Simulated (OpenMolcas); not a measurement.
How methods differ on AlClF (SMILES [F][Al][Cl])

AlClF has 3 atoms, charge 0, and is taken as a doublet. SMILES: `[F][Al][Cl]`. Geometry: a GFN2-xTB relaxation, a rough one for these elements and not checked as a minimum.

```xyz
3

F    -1.1021    1.1225   -0.4893
Al   -0.3350   -0.3286   -0.2168
Cl    1.4371   -0.7940    0.7060
```

Each level gives the energy change with the Al2–Cl3 bond stretched from 2.051 to 2.564 Å (eV). The values are calculated.

```json
{"level": "ROHF/STO-3G", "kind": "Hartree–Fock", "program": "OpenMolcas", "value (eV)": "1.05", "less FCI/STO-3G": "+0.20", "CPU time (all runs)": "4.8 s"}
{"level": "USVWN5/STO-3G", "kind": "LDA", "program": "OpenMolcas", "value (eV)": "0.76", "less FCI/STO-3G": "-0.09", "CPU time (all runs)": "8.5 s"}
{"level": "UPBE/STO-3G", "kind": "GGA", "program": "OpenMolcas", "value (eV)": "0.61", "less FCI/STO-3G": "-0.24", "CPU time (all runs)": "9.6 s"}
{"level": "U-r2SCAN/STO-3G", "kind": "meta-GGA", "program": "OpenMolcas", "value (eV)": "0.71", "less FCI/STO-3G": "-0.14", "CPU time (all runs)": "12 s"}
{"level": "UPBE0/STO-3G", "kind": "global hybrid", "program": "OpenMolcas", "value (eV)": "0.77", "less FCI/STO-3G": "-0.08", "CPU time (all runs)": "9.5 s"}
{"level": "CASSCF(3,3)/STO-3G", "kind": "multireference", "program": "OpenMolcas", "value (eV)": "1.02", "less FCI/STO-3G": "+0.17", "CPU time (all runs)": "3.6 s"}
{"level": "FCI/STO-3G", "kind": "exact in the basis", "program": "OpenMolcas", "value (eV)": "0.85", "less FCI/STO-3G": "0.00", "CPU time (all runs)": "59 s"}
```

FCI/STO-3G is exact within its basis and frozen core, so for wave-function methods in that basis the difference is their error; functionals converge differently with the basis, so for them it is only a difference. The first shape isn't each level's own minimum. The values span 0.61 to 1.05 eV. All rows use very small basis sets, so even the best lies far from the true value. Times are those of the runs behind each value, whatever else they computed, on shared processors of several kinds: orders of magnitude only.
